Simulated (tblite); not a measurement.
Compound: 1-chloropropane, C₃H₇Cl.
Atom-mapped SMILES: `[CH3:1][CH2:2][CH2:3][Cl:4]` (hydrogens: H5, H6, H7 on C1; H8, H9 on C2; H10, H11 on C3)

Computed with GFN2-xTB (tblite), gas phase: Langevin dynamics at 200 K from the optimised GFN2-xTB geometry, time step 0.5 fs, friction 0.01 fs⁻¹, 2000 steps.

Start geometry:
```
atom  x, y, z in Å
C1     -1.274   -0.034    0.407
C2     -0.018   -0.506   -0.317
C3      1.129    0.465   -0.090
Cl4     2.601   -0.086   -0.936
H5     -1.095    0.040    1.477
H6     -2.087   -0.735    0.242
H7     -1.581    0.943    0.042
H8      0.269   -1.494    0.047
H9     -0.215   -0.587   -1.387
H10     1.383    0.539    0.968
H11     0.894    1.456   -0.480
```

The statistics below take the 31 frames saved every 25 fs from 250 to 1000 fs; their kinetic temperature (all 3N coordinates) averages 199 K.

**Question.** How do the bond lengths spread?

**Answer.** 
```json
{"bond": "C1–C2", "start (Å)": "1.525", "mean (Å)": "1.525", "standard deviation (Å)": "0.021", "shortest (Å)": "1.479", "longest (Å)": "1.576"}
{"bond": "C2–C3", "start (Å)": "1.519", "mean (Å)": "1.525", "standard deviation (Å)": "0.027", "shortest (Å)": "1.473", "longest (Å)": "1.583"}
{"bond": "C3–Cl4", "start (Å)": "1.785", "mean (Å)": "1.792", "standard deviation (Å)": "0.046", "shortest (Å)": "1.717", "longest (Å)": "1.891"}
{"bond": "C1–H5", "start (Å)": "1.088", "mean (Å)": "1.093", "standard deviation (Å)": "0.022", "shortest (Å)": "1.049", "longest (Å)": "1.146"}
{"bond": "C1–H6", "start (Å)": "1.087", "mean (Å)": "1.087", "standard deviation (Å)": "0.018", "shortest (Å)": "1.055", "longest (Å)": "1.128"}
{"bond": "C1–H7", "start (Å)": "1.088", "mean (Å)": "1.093", "standard deviation (Å)": "0.022", "shortest (Å)": "1.057", "longest (Å)": "1.131"}
{"bond": "C2–H8", "start (Å)": "1.091", "mean (Å)": "1.090", "standard deviation (Å)": "0.020", "shortest (Å)": "1.051", "longest (Å)": "1.131"}
{"bond": "C2–H9", "start (Å)": "1.091", "mean (Å)": "1.099", "standard deviation (Å)": "0.029", "shortest (Å)": "1.037", "longest (Å)": "1.165"}
{"bond": "C3–H10", "start (Å)": "1.090", "mean (Å)": "1.095", "standard deviation (Å)": "0.024", "shortest (Å)": "1.054", "longest (Å)": "1.144"}
{"bond": "C3–H11", "start (Å)": "1.090", "mean (Å)": "1.091", "standard deviation (Å)": "0.023", "shortest (Å)": "1.038", "longest (Å)": "1.146"}
```

**Question.** Give the same statistics for bond angles, one of each kind.

**Answer.** 
```
     angle  start (°)  mean (°)  standard deviation (°)  smallest (°)  largest (°)
  C2–C1–H5      110.6     111.3                     3.2         105.2        120.1
  C2–C1–H6      110.2     109.8                     4.0         103.3        121.5
  H5–C1–H6      108.4     108.2                     3.2         102.1        114.4
  C1–C2–C3      110.7     110.4                     2.6         105.0        116.5
  C1–C2–H8      109.8     110.9                     3.2         102.5        117.7
  C3–C2–H8      109.3     108.6                     3.9         100.6        115.6
  H8–C2–H9      107.9     108.4                     3.1         103.7        115.6
 C2–C3–Cl4      110.7     111.0                     3.3         103.4        117.4
 C2–C3–H10      111.3     110.8                     3.2         101.4        117.1
Cl4–C3–H10      106.8     107.1                     2.0         103.4        111.8
H10–C3–H11      109.6     109.0                     3.1         103.4        116.0
```

**Question.** How far does each atom move about its mean position (frames aligned on the start, all atoms weighted alike), and what rms force does it feel?

**Answer.** 
```json
{"atom": "C1", "rms displacement (Å)": "0.05", "rms force (eV/Å)": "1.31"}
{"atom": "C2", "rms displacement (Å)": "0.05", "rms force (eV/Å)": "1.65"}
{"atom": "C3", "rms displacement (Å)": "0.07", "rms force (eV/Å)": "1.64"}
{"atom": "Cl4", "rms displacement (Å)": "0.16", "rms force (eV/Å)": "0.80"}
{"atom": "H5", "rms displacement (Å)": "0.26", "rms force (eV/Å)": "0.77"}
{"atom": "H6", "rms displacement (Å)": "0.21", "rms force (eV/Å)": "0.70"}
{"atom": "H7", "rms displacement (Å)": "0.24", "rms force (eV/Å)": "0.81"}
{"atom": "H8", "rms displacement (Å)": "0.12", "rms force (eV/Å)": "0.75"}
{"atom": "H9", "rms displacement (Å)": "0.12", "rms force (eV/Å)": "0.97"}
{"atom": "H10", "rms displacement (Å)": "0.19", "rms force (eV/Å)": "0.73"}
{"atom": "H11", "rms displacement (Å)": "0.17", "rms force (eV/Å)": "0.79"}
```

The displacements run from 0.05 to 0.26 Å, the largest at H5.

**Question.** Follow the torsion C1–C2–C3–Cl4 through every second one of these frames.

**Answer.** 
```json
{"t (fs)": "250", "C1–C2–C3–Cl4 (°)": "175"}
{"t (fs)": "300", "C1–C2–C3–Cl4 (°)": "176"}
{"t (fs)": "350", "C1–C2–C3–Cl4 (°)": "159"}
{"t (fs)": "400", "C1–C2–C3–Cl4 (°)": "169"}
{"t (fs)": "450", "C1–C2–C3–Cl4 (°)": "180"}
{"t (fs)": "500", "C1–C2–C3–Cl4 (°)": "-171"}
{"t (fs)": "550", "C1–C2–C3–Cl4 (°)": "-171"}
{"t (fs)": "600", "C1–C2–C3–Cl4 (°)": "-174"}
{"t (fs)": "650", "C1–C2–C3–Cl4 (°)": "175"}
{"t (fs)": "700", "C1–C2–C3–Cl4 (°)": "-177"}
{"t (fs)": "750", "C1–C2–C3–Cl4 (°)": "-172"}
{"t (fs)": "800", "C1–C2–C3–Cl4 (°)": "-177"}
{"t (fs)": "850", "C1–C2–C3–Cl4 (°)": "173"}
{"t (fs)": "900", "C1–C2–C3–Cl4 (°)": "171"}
{"t (fs)": "950", "C1–C2–C3–Cl4 (°)": "-175"}
{"t (fs)": "1000", "C1–C2–C3–Cl4 (°)": "-172"}
```

Largest departure from the start value over all these frames: C1–C2–C3–Cl4 21° (start 180°).

**Question.** How widely does the potential energy scatter, against a harmonic estimate?

**Answer.** Mean 0.23 eV above the start, standard deviation 0.050 eV, range 0.12 to 0.33 eV. For 27 classical harmonic modes at 200 K the canonical values are 27kT/2 = 0.23 eV and kT·√(27/2) = 0.063 eV.

The run is classical and short, so these are rough statistics of one trajectory.

What follows is the cost of the whole dynamics run. On one thread of an Intel Xeon Platinum 8488C, no GPU, shared host with 192 logical CPUs at a one-minute load of 34, this took 5.9 s and 0.18 GiB of memory at its peak.
